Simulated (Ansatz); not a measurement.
Total energies of `[OH][AlH][Cl]`.

```xyz
5

O    -0.231    1.259   -0.145
Al   -0.163   -0.370    0.273
Cl    1.191   -1.639   -0.701
H     0.316    1.666   -0.815
H    -1.113   -0.916    1.388
```

The species carries charge 0 and has multiplicity 1. Geometry: relaxed with PBE0-D4/def2-TZVP. It is one conformer, not always the lowest. Basis def2-TZVPP, Ansatz 0.2.0.

RPA on PBE orbitals: Hartree–Fock energy of these orbitals -777.59846 Eh, correlation -0.82304 Eh (frozen core).

```tsv
functional	energy without D4 (Eh)	D4 term (kJ/mol)
LDA (SPW92)	-776.14483	–
revPBE	-779.07111	-20.5
BLYP	-779.22680	-16.7
PBE0	-778.88894	-6.5
B3LYP	-779.27891	-12.6
r2SCANh	-779.13672	-1.9
r2SCAN0	-779.12541	-2.1
HSE06 (plane-wave form)	-778.87174	-6.1
BHLYP	-779.20622	-10.6
CAM-B3LYP	-779.23670	-6.7
LC-ωPBE	-778.98617	–
ωB97X-V	-779.10305	–
ωB97M-V	-779.17665	–
B2PLYP	-778.94711	–
```

Give the same for PBE, r2SCAN, B97M-V, PBE-QIDH. (An estimate is asked.)

Ansatz gave: 
```csv
functional,energy without D4 (Eh),D4 term (kJ/mol)
PBE,-778.82779,-7.7
r2SCAN,-779.14470,-1.7
B97M-V,-779.03985,–
PBE-QIDH,-778.71146,–
```

B3LYP takes the VWN-RPA correlation (the form of Gaussian; ORCA's B3LYP/G). HSE06 is the plane-wave form, built on full-range PBE exchange. The double hybrids freeze the cores in their second-order part.

LC-ωPBE has ω = 0.4 bohr⁻¹.
